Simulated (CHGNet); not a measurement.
**Diamond**

Method: the machine-learned potential CHGNet 0.3.0 (trained on PBE and PBE+U data).

Cell: relaxed at this level.

```
Property                    Value
-------------------  ------------
lattice parameter a       3.573 Å
volume per atom      5.70 Å³/atom
```

Measured, for comparison: lattice constant a 3.553 Å (static lattice: zero-point anharmonic expansion removed, our sources range from 3.543 to 3.555; as tabulated in Mejia-Rodriguez and Trickey (2018), arXiv:1807.09216); equilibrium volume per atom 5.61 Å³/atom (static lattice: zero-point anharmonic expansion removed; as tabulated in Mejia-Rodriguez and Trickey (2018), arXiv:1807.09216). Computed (rounded) less measured: lattice constant a +0.6 % (+0.5 % to +0.8 % over the range), equilibrium volume per atom +1.6 %.

A machine-learned potential is trained on density-functional data: it inherits that level's misses and adds fitting errors of its own.
